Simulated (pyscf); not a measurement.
Optimised with ωB97X-D3(BJ)/def2-SVP in PySCF. MP2 and CC: frozen core, UHF for open shells. ΔMP2 is the change of the MP2 total energy from the triple- to the quadruple-zeta basis.

Problem. H₃C–AlH–OH (SMILES [CH3][AlH][OH]) -> H₃C–O–AlH₂ (SMILES C[O][AlH2])
Surface: singlet. Broken: Al–C, H–O. Formed: C–O, Al–H. Give ΔE‡ and ΔE from CCSD(T)/def2-TZVPP + ΔMP2(QZVPP), relative to the reactant's lowest minimum found.

Solution. ΔE‡ = 134.1 kcal/mol, ΔE = +25.6 kcal/mol. Zero-point energy shifts the barrier by -4.8 kcal/mol. It is a concerted two-bond exchange, with an imaginary mode of 1381i cm⁻¹. The same reactants have a lower exit, to CH₃• + [HO–AlH]• (no saddle counted: cutting one bond costs +88.2 kcal/mol at ωB97M-D3(BJ), against +135.6 kcal/mol here). One saddle was located; it need not be the lowest between these sides. A restricted solution here is unstable towards spin polarisation, so biradical character is likely and single-reference numbers are less safe. The CCSD(T) − MP2 part came from Ansatz, without density fitting, on the same reference. The largest closed-shell T1 diagnostic is 0.032, which may signal static correlation.
